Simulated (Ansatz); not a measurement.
**SiNH₃ (SMILES N=[SiH2]): single points off equilibrium**

The atoms stand at a structure displaced at random from a GFN2-xTB minimum. How far do the functionals agree with CCSD(T) there?

Program: Ansatz 0.2.0, Gaussian basis. Level of theory: single points in def2-TZVPP. These are calculated values, not measurements.

Correlated methods freeze the cores.

### Step 1. The starting structure

SMILES `N=[SiH2]`, 5 atoms, charge 0, spin multiplicity 1.

Atoms are counted from 1 here; the program's logs count them from 0.

Bond lengths: N1–Si2 1.608 Å, N1–H3 0.961 Å, Si2–H4 1.477 Å, Si2–H5 1.482 Å. Angles: Si2–N1–H3 126.3°, N1–Si2–H4 136.3°, N1–Si2–H5 113.7°, H4–Si2–H5 110.0°.

As a file:

```mol
H3NSi
  3D, bonds by distance, orders not assigned

  5  4  0  0  0  0  0  0  0  0999 V2000
    0.5751   -0.7449    0.7159 N   0  0
   -0.1088    0.3580   -0.2339 Si  0  0
    0.2299   -1.6203    0.9101 H   0  0
   -1.3560    0.4669   -1.0170 H   0  0
    0.6872    1.6006   -0.3717 H   0  0
  1  2  8  0
  1  3  8  0
  2  4  8  0
  2  5  8  0
M  END
```

### Step 2. CCSD(T)/def2-TZVPP

The input, run/in.yaml:

```yaml
crystal:
  periodic: [false, false, false]
  atoms:
    - {symbol: N, position_ang: [0.575100, -0.744900, 0.715900]}
    - {symbol: Si, position_ang: [-0.108800, 0.358000, -0.233900]}
    - {symbol: H, position_ang: [0.229900, -1.620300, 0.910100]}
    - {symbol: H, position_ang: [-1.356000, 0.466900, -1.017000]}
    - {symbol: H, position_ang: [0.687200, 1.600600, -0.371700]}
basis:
  gaussian: {orbitals: def2-TZVPP}
correlation: {method: ccsd_t}
output: {forces: true}
```

The command line of these runs was not kept.

### Step 3. PBE0-D4/def2-TZVPP

Changes to run/in.yaml since step 2:

```diff
@@ -10,3 +10,3 @@
   gaussian: {orbitals: def2-TZVPP}
-correlation: {method: ccsd_t}
-output: {forces: true}
+hamiltonian: {xc: pbe0, dispersion: d4}
+output: {forces: true, orbitals: {seedname: orbitals}}
```

### Step 4. wB97M-V/def2-TZVPP

Changes to run/in.yaml since step 3:

```diff
@@ -10,3 +10,3 @@
   gaussian: {orbitals: def2-TZVPP}
-hamiltonian: {xc: pbe0, dispersion: d4}
-output: {forces: true, orbitals: {seedname: orbitals}}
+hamiltonian: {xc: {name: wB97M-V}}
+output: {forces: true}
```

### Step 5. r2SCAN-D4/def2-TZVPP

Changes to run/in.yaml since step 4:

```diff
@@ -10,3 +10,3 @@
   gaussian: {orbitals: def2-TZVPP}
-hamiltonian: {xc: {name: wB97M-V}}
+hamiltonian: {xc: r2scan, dispersion: d4}
 output: {forces: true}
```

### Step 6. PBE-D4/def2-TZVPP

Changes to run/in.yaml since step 5:

```diff
@@ -10,3 +10,3 @@
   gaussian: {orbitals: def2-TZVPP}
-hamiltonian: {xc: r2scan, dispersion: d4}
+hamiltonian: {xc: pbe, dispersion: d4}
 output: {forces: true}
```

### Step 7. r2SCANh-D4/def2-TZVPP

Changes to run/in.yaml since step 6:

```diff
@@ -10,3 +10,3 @@
   gaussian: {orbitals: def2-TZVPP}
-hamiltonian: {xc: pbe, dispersion: d4}
+hamiltonian: {xc: {name: r2SCANh}, dispersion: d4}
 output: {forces: true}
```

### Step 8. wB97X-V/def2-TZVPP

Changes to run/in.yaml since step 7:

```diff
@@ -10,3 +10,3 @@
   gaussian: {orbitals: def2-TZVPP}
-hamiltonian: {xc: {name: r2SCANh}, dispersion: d4}
+hamiltonian: {xc: {name: wB97X-V}}
 output: {forces: true}
```

(Steps that only read results are left out.)

What does the calculation give? Wanted: energy less free atoms, CCSD(T)/def2-TZVPP; RMS force component; RMS force error; HOMO and LUMO, PBE0-D4; T1 diagnostic.

**Answer**, as computed:

| quantity | value |
| --- | --- |
| energy less free atoms, CCSD(T)/def2-TZVPP | -337.1 kcal/mol |
| RMS force component | 0.998 to 1.144 eV/Å over the methods |
| RMS force error | PBE0-D4 0.251, wB97M-V 0.269, r2SCAN-D4 0.170, PBE-D4 0.169, r2SCANh-D4 0.230, wB97X-V 0.309 eV/Å |
| HOMO and LUMO, PBE0-D4 | -7.60 and -1.72 eV |
| T1 diagnostic | 0.020 |

Against CCSD(T) the functionals' energies less atoms differ by -17.0 to -5.8 kcal/mol, PBE-D4 by -17.0 kcal/mol. CCSD(T) in triple zeta still lacks some correlation energy of the bonds, so part of these gaps is its own basis error and they don't rank the functionals. For forces PBE-D4 does best and wB97X-V worst. Frozen-core CCSD(T) forces in triple zeta carry basis errors of their own, and this is one geometry, so small gaps rank nothing. The restricted Hartree–Fock reference is unstable towards an unrestricted one at one or more of these structures.
